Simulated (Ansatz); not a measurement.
**SiNH₅ (triplet): the correlation ladder at distance Si1–H5 along a hydrogen transfer = 1.789 Å, cc-pVDZ**

How much of the correlation energy of SiNH₅ (triplet) does each wave-function method recover here?

Program: Ansatz 0.2.0, Gaussian basis. Level of theory: cc-pVDZ, core rule «outside noble gas», up to 6 orbitals frozen. These are calculated values, not measurements.

To be run: UHF; CCSD(T) on ROHF; CCSD(T) on UHF; BCCD(T) on ROHF; CISD; CCSDT(Q) on ROHF; CCSDT(Q) on UHF; CASSCF and MRCISD+Q, 4 electrons in 4 orbitals; CASSCF and NEVPT2, 4 electrons in 4 orbitals.

**1. The system**

The geometry derives from fragments relaxed apart (PBE0/def2-TZVP) and kept rigid, so it is no stationary point. A hydrogen atom is moved between rigid fragments.

7 atoms, charge 0, spin multiplicity 3.

Atoms are counted from 1 here; the program's logs count them from 0.

Bond lengths: Si1–H2 1.485 Å, Si1–H3 1.485 Å, Si1–H4 1.485 Å, N6–H7 1.040 Å. Angles: H2–Si1–H3 109.5°, H2–Si1–H4 109.5°, H3–Si1–H4 109.5°.

**2. UHF**

Contents of in.yaml:

```yaml
crystal:
  periodic: [false, false, false]
  atoms:
    - {symbol: Si, position_ang: [-1.042508, 0.021476, 0.000000]}
    - {symbol: H, position_ang: [-1.537380, 1.421184, 0.000000]}
    - {symbol: H, position_ang: [-1.537379, -0.678378, 1.212183]}
    - {symbol: H, position_ang: [-1.537379, -0.678378, -1.212182]}
    - {symbol: H, position_ang: [0.746492, 0.021476, 0.000000]}
    - {symbol: N, position_ang: [2.191492, 0.021476, -0.000001]}
    - {symbol: H, position_ang: [2.460574, -0.982751, -0.000001]}
basis:
  gaussian: {orbitals: cc-pVDZ}
magnetization: {spin_polarized: true, initial_magnetization: 2}
hamiltonian: {xc: hf}
output: {orbitals: {seedname: orbitals}}
```

On the command line:

```bash
$ ansatz run in.yaml --threads 1 --pin off --events-out ev --progress --plain --max-ram 2816MiB --backend cpu
```

After this run come: CCSD(T) on ROHF; CCSD(T) on UHF; BCCD(T) on ROHF; CISD; CCSDT(Q) on ROHF; CCSDT(Q) on UHF; CASSCF and MRCISD+Q, 4 electrons in 4 orbitals; CASSCF and NEVPT2, 4 electrons in 4 orbitals.

**Question.** What will the summary of the whole plan be? Wanted: UCCSDT(Q) below the RHF energy; RMP2 from UCCSDT(Q); UMP2 from UCCSDT(Q); RCCSD from UCCSDT(Q); RCCSD(T) from UCCSDT(Q); UCCSD(T) from UCCSDT(Q); RCCSDT(Q) from UCCSDT(Q); NEVPT2 pair from UCCSDT(Q); MRCISD+Q pair from UCCSDT(Q).

**Answer**, as computed:

| quantity | value |
| --- | --- |
| UCCSDT(Q) below the RHF energy | -8.4216 eV |
| RMP2 from UCCSDT(Q) | +1633.0 meV |
| UMP2 from UCCSDT(Q) | +1618.1 meV |
| RCCSD from UCCSDT(Q) | +222.9 meV |
| RCCSD(T) from UCCSDT(Q) | +46.0 meV |
| UCCSD(T) from UCCSDT(Q) | +45.5 meV |
| RCCSDT(Q) from UCCSDT(Q) | +1.2 meV |
| NEVPT2 pair from UCCSDT(Q) | +1477.7 meV |
| MRCISD+Q pair from UCCSDT(Q) | +98.2 meV |
| levels within 1 kcal/mol (43 meV) | RCCSDT, UCCSDT, RCCSDT(Q) |
| T1 diagnostic | 0.035 |

**Reading.** RCCSD(T) misses by +46.0 meV, 0.5 % of the correlation energy. Of the multireference levels listed MRCISD+Q pair comes nearest in total energy (+98.2 meV), which doesn't show that its space is the better one. These misses are within one basis, not against nature; the frozen cores of restricted and unrestricted runs differ, which can shift their rows.
